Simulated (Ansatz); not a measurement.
The input, for Ansatz 0.2.0:

```yaml
crystal:
  periodic: [false, false, false]
  atoms:
    - {symbol: O, position_ang: [0.000000, 0.000000, -0.698833]}
    - {symbol: Be, position_ang: [0.000000, 0.000000, 2.341167]}
    - {symbol: H, position_ang: [0.000000, 0.000000, -1.642333]}
basis:
  gaussian: {orbitals: def2-SVP}
magnetization: {spin_polarized: true, initial_magnetization: 1}
correlation: {method: bccd, electrons: valence}
```

```sh
$ ansatz run in.yaml --threads 1 --pin off --events-out ev --progress --plain --max-ram 2393MiB
```

Log:

```
309 factors; integrals over basis functions are off by at most 1.0e-3 eV
mean field evaluation 1: about -2437.6667 eV, gradient 3.2e1 eV
mean field evaluation 2: about -2437.6678 eV, gradient 3.2e1 eV
mean field evaluation 4: about -2441.3934 eV, gradient 9.9e0 eV
mean field evaluation 8: about -2442.2549 eV, gradient 3.8e-1 eV
mean field evaluation 16: about -2442.2607 eV, gradient 2.3e-6 eV
mean field evaluation 32: about -2442.2607 eV, gradient 6.0e-3 eV
mean field evaluation 64: about -2445.6967 eV, gradient 2.9e-5 eV
mean field evaluation 96: about -2445.6965 eV, gradient 1.0e-1 eV
mean field evaluation 128: about -2445.7059 eV, gradient 1.9e-1 eV
mean field evaluation 160: about -2445.7206 eV, gradient 2.5e-2 eV
...
mean field -2445.72254652 eV, -89.8786458144 hartree, gradient 2.1e-8 eV, S^2 0.982340; 29 other end points of the search recorded, 0 dependent functions left out
determinant -2445.72254652 eV, -89.8786458144 hartree, with singles and doubles -2451.34376154 eV, -90.0852216560 hartree
determinant -2445.71891947 eV, -89.8785125227 hartree, with singles and doubles -2451.34455456 eV, -90.0852507992 hartree
determinant -2444.31227674 eV, -89.8268193559 hartree, with singles and doubles -2448.84211066 eV, -89.9932876821 hartree
determinant -2444.25825302 eV, -89.8248340207 hartree, with singles and doubles -2448.74365607 eV, -89.9896695425 hartree
determinant -2443.87084855 eV, -89.8105971689 hartree, with singles and doubles -2448.36609724 eV, -89.9757945115 hartree
determinant -2442.50223292 eV, -89.7603014722 hartree, with singles and doubles -2448.83535754 eV, -89.9930395095 hartree
determinant -2442.42939282 eV, -89.7576246479 hartree, with singles and doubles -2448.81999829 eV, -89.9924750674 hartree
determinant -2442.41207219 eV, -89.7569881266 hartree, with singles and doubles -2448.78443465 eV, -89.9911681276 hartree
determinant -2442.40434213 eV, -89.7567040520 hartree, with singles and doubles -2448.78540932 eV, -89.9912039462 hartree
determinant -2442.26073554 eV, -89.7514266073 hartree, with singles and doubles -2448.30233334 eV, -89.9734512313 hartree
determinant -2442.26068406 eV, -89.7514247156 hartree, with singles and doubles -2448.28569982 eV, -89.9728399607 hartree
determinant -2442.25971702 eV, -89.7513891772 hartree, with singles and doubles -2448.32638481 eV, -89.9743351064 hartree
determinant -2445.72254652 eV, -89.8786458144 hartree, with singles and doubles -2451.34632695 eV, -90.0853159333 hartree
determinant -2445.71891947 eV, -89.8785125227 hartree, with singles and doubles -2451.34631671 eV, -90.0853155568 hartree
1 core orbitals not correlated: weight in the atoms' cores, before any rotation towards them, 1.000 or more for the frozen orbitals, at most 0.000 for the correlated occupied ones
reference -2445.72254652 eV, -89.8786458144 hartree; 6, 5 occupied and 21, 22 virtual orbitals, 309 factors
second order -4.51868884 eV of doubles, -0.00000000 eV of singles
...
cycle   3  -5.61652385 eV  change    1.3e-2 eV  update   7.0e-3
cycle   4  -5.61728704 eV  change   -7.6e-4 eV  update   3.7e-3
cycle   5  -5.62221262 eV  change   -4.9e-3 eV  update   2.1e-3
cycle   6  -5.62184258 eV  change    3.7e-4 eV  update   4.5e-4
cycle   7  -5.62174201 eV  change    1.0e-4 eV  update   2.1e-4
cycle   8  -5.62178807 eV  change   -4.6e-5 eV  update   9.7e-5
cycle   9  -5.62177366 eV  change    1.4e-5 eV  update   5.0e-5
cycle  10  -5.62176246 eV  change    1.1e-5 eV  update   3.3e-5
cycle  11  -5.62174634 eV  change    1.6e-5 eV  update   2.1e-5
cycle  12  -5.62174920 eV  change   -2.9e-6 eV  update   9.3e-6
Total energy: -2451.34429572 eV, -90.0852412869 hartree
```

The singles that turn the determinant into the Brueckner one have T1 = 0.077.

Ran on 1 thread of INTEL XEON PLATINUM 8581C, shared host: 3.8 s wall, 0.19 GiB peak host memory.
